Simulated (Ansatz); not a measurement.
Structure relaxation of W₃C₂

Method: DFT PBE, scalar-relativistic, plane waves, PAW in Ansatz. Cutoff 420 eV, Γ-centred k mesh, Gaussian smearing, no spin polarisation in the final step.

W₃C₂ was placed on the A-type sesquioxide structure type (P-3m1, No. 164), with C in place of La, W in place of O, at a guessed volume.

```
W C
1.0
     3.57917    0.00000    0.00000
    -1.78958    3.09965    0.00000
     0.00000    0.00000    5.56860
W C
3 2
Direct
  0.00000 0.00000 0.00000
  0.33333 0.66667 0.64500
  0.66667 0.33333 0.35500
  0.33333 0.66667 0.24500
  0.66667 0.33333 0.75500
```

Cell and atoms relax at zero pressure; the relaxation can't lower the symmetry of the start. After a coarse first stage the cell is made exact in the group found at 0.06 Å.

Formation energies are uncorrected and refer to the elements' standard structures at the same level.

**Question.** What does it relax into?

**Answer.** It keeps P-3m1 (No. 164), but not the shape of the type it started on. Conventional cell: a = 3.030 Å, c = 7.391 Å. W on Wyckoff site a (1 atom of the primitive cell) is coordinated by 6 C at 2.19 Å; W on Wyckoff site d (2 atoms of the primitive cell) has 3 C at 2.12 Å; around C lie 6 W at 2.12–2.19 Å.

```
W C
1.0
     3.02958    0.00000    0.00000
    -1.51479    2.62369    0.00000
     0.00000    0.00000    7.39086
W C
3 2
Direct
  0.00000 0.00000 0.00000
  0.33333 0.66667 0.65900
  0.66667 0.33333 0.34100
  0.33333 0.66667 0.17793
  0.66667 0.33333 0.82207
```

**Question.** What are its volume, energy, density and gap?

**Answer.** The volume per atom is 11.75 Å³, the density is 16.27 g/cm³ and the energy over the elements is 0.14 eV/atom. The gap on the 15×15×6 mesh is 0 eV (a metal).

The final run used a 15×15×6 mesh on its 5-atom cell and 0.10 eV smearing. The k mesh leaves about 4 meV/atom of noise in metals. Spin–orbit coupling is left out. Symmetry constrained the relaxation, so the result can be a saddle point. The steps took roughly 5 core-minutes in all.